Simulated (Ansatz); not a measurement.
# SiNH4 radical (SMILES [NH][SiH3]): functionals against CCSD(T) at one geometry

The task here is to estimate one member of a computed series from the others.

Program: Ansatz 0.2.0, Gaussian basis. Level of theory: single points in def2-TZVPP. These are calculated values, not measurements.

Correlated methods freeze the cores. Orbitals are unrestricted.

**The system as given**

SMILES `[NH][SiH3]`, 6 atoms, charge 0, spin multiplicity 2.

Atoms are counted from 1 here; the program's logs count them from 0.

Bond lengths: N1–Si2 1.682 Å, N1–H3 1.012 Å, Si2–H4 1.467 Å, Si2–H5 1.492 Å, Si2–H6 1.473 Å. Angles: Si2–N1–H3 127.8°, N1–Si2–H4 113.1°, N1–Si2–H5 109.6°, N1–Si2–H6 107.4°, H4–Si2–H5 104.8°, H4–Si2–H6 111.5°, H5–Si2–H6 110.5°.

Geometry (Å):

```xyz
6
H4NSi
N     0.56890   -0.80870    0.81420
Si   -0.21580    0.34910   -0.12040
H     0.96480   -1.68790    0.50830
H    -1.29930   -0.20900   -0.93610
H     0.74250    0.93020   -1.10460
H    -0.71090    1.39190    0.79470
```

Set-up of the first run:

run/in.yaml

```yaml
crystal:
  periodic: [false, false, false]
  atoms:
    - {symbol: N, position_ang: [0.568900, -0.808700, 0.814200]}
    - {symbol: Si, position_ang: [-0.215800, 0.349100, -0.120400]}
    - {symbol: H, position_ang: [0.964800, -1.687900, 0.508300]}
    - {symbol: H, position_ang: [-1.299300, -0.209000, -0.936100]}
    - {symbol: H, position_ang: [0.742500, 0.930200, -1.104600]}
    - {symbol: H, position_ang: [-0.710900, 1.391900, 0.794700]}
basis:
  gaussian: {orbitals: def2-TZVPP}
magnetization: {spin_polarized: true, initial_magnetization: 1}
correlation: {method: ccsd_t}
scf: {omitted_lower_state_checks: [cluster_reference]}
output: {forces: true}
```

Command:

```
$ ansatz run in.yaml --threads 4 --pin off --events-out ev --progress --plain --max-ram 5222MiB
```

Steps of the session up to this table: CCSD(T)/def2-TZVPP; PBE0-D4/def2-TZVPP; wB97M-V/def2-TZVPP; r2SCAN-D4/def2-TZVPP; PBE-D4/def2-TZVPP; revPBE-D4/def2-TZVPP; B97M-V/def2-TZVPP.

One of the session's tables, all rows but one given; the rest of the session is left out.

```
   method  RMS force component (eV/Å)  angle to CCSD(T) forces (°)  dipole (D)
  CCSD(T)                       0.615                    reference        1.20
  PBE0-D4                       0.483                          9.2        1.21
  wB97M-V                       0.523                          3.5        1.22
r2SCAN-D4                           ?                            ?           ?
   PBE-D4                       0.476                         25.9        1.21
revPBE-D4                       0.531                         22.7        1.18
   B97M-V                       0.432                         13.4        1.19
```

Estimate the missing values for r2SCAN-D4.

The run gave: RMS force component (eV/Å): 0.458; angle to CCSD(T) forces (°): 10.3; dipole (D): 1.21. In the column «RMS force component (eV/Å)» it lies between B97M-V (0.432) and PBE-D4 (0.476).
